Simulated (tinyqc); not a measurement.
Inside a calculation. Method: UKS/LDA (VWN5) in the sto-3g basis, for NH, spin multiplicity 3. Computed by tinyqc, a small Python program that keeps every step (integrals from PySCF). Settings: charge = 0, multiplicity = 3, basis = sto-3g, energy threshold = 1e-09, iteration cap = 51, orthogonalisation = symmetric, start = Wolfsberg-Helmholz matrix, DIIS depth = 4, damping = 0.3, shift = 0.5, method = UKS, functional = lda,vwn, grid = [15, 50]. Command: `OMP_NUM_THREADS=1 python tinyqc.py 26865 26866 out.jsonl` (the two numbers bound the seeds that draw the settings). One thread of a shared host (Intel(R) Xeon(R) Processor @ 2.60GHz), about 1 s of CPU time with the checks.

Geometry (angstrom):
```
atom         x         y         z
N     0.000000  0.000000  0.000000
H     0.000000  0.000000  1.851000
```

Stop when the energy changes by less than 1e-09 hartree and every element of the error matrix X^T (F D S - S D F) X (for each spin) is below 9e-06.

Course of the cycle:
```
iteration   E (hartree)     change  largest element of the error matrix
1          -53.13113519          -                             2.07e-01
2          -53.50153660  -3.70e-01                             1.21e-01
3          -53.59221430  -9.07e-02                             1.17e-01
4          -53.63792076  -4.57e-02                             1.36e-01
5          -53.67117246  -3.33e-02                             1.32e-01
6          -53.69975555  -2.86e-02                             1.09e-01
7          -53.71818043  -1.84e-02                             8.40e-02
8          -53.72864464  -1.05e-02                             6.77e-02
9          -53.73505978  -6.42e-03                             5.31e-02
10         -53.73891551  -3.86e-03                             4.13e-02
11         -53.74110510  -2.19e-03                             3.26e-02
12         -53.74240195  -1.30e-03                             2.57e-02
13         -53.74318571  -7.84e-04                             2.02e-02
14         -53.74364454  -4.59e-04                             1.60e-02
...                 ...        ...                                  ...
38         -53.74436259  -6.08e-09                             5.82e-05
39         -53.74436259  -4.15e-09                             4.60e-05
40         -53.74436260  -2.94e-09                             3.64e-05
41         -53.74436260  -2.18e-09                             2.88e-05
42         -53.74436260  -1.71e-09                             2.28e-05
43         -53.74436260  -1.41e-09                             1.81e-05
44         -53.74436260  -1.22e-09                             1.81e-05
45         -53.74436260  -1.11e-09                             1.81e-05
46         -53.74436261  -1.03e-09                             1.81e-05
47         -53.74436261  -9.94e-10                             1.81e-05
48         -53.74436261  -9.66e-10                             1.81e-05
49         -53.74436261  -9.40e-10                             1.81e-05
50         -53.74436261  -9.39e-10                             1.81e-05
51         -53.74436261  -9.31e-10                             1.81e-05
```

Can the last value be used, and what does the course show?

Not by the stop rule, although the second column moves by less than 1e-07 over the last three steps. Not converged within the cap of 51 iterations: the residual falls in a zigzag, on average by a factor of about 0.92 a step. Reruns (cap 100 unless said): DIIS 8: converged in 16; damping 0.5: not converged; level shift 0.5: not converged; atomic densities as start, DIIS 8: converged in 10; the original settings with a cap of 400: converged in 155. PySCF UKS in the same basis, fine grid, after a stability check = -53.89551157 hartree, which differs from a converged run on this coarse grid by the grid error.
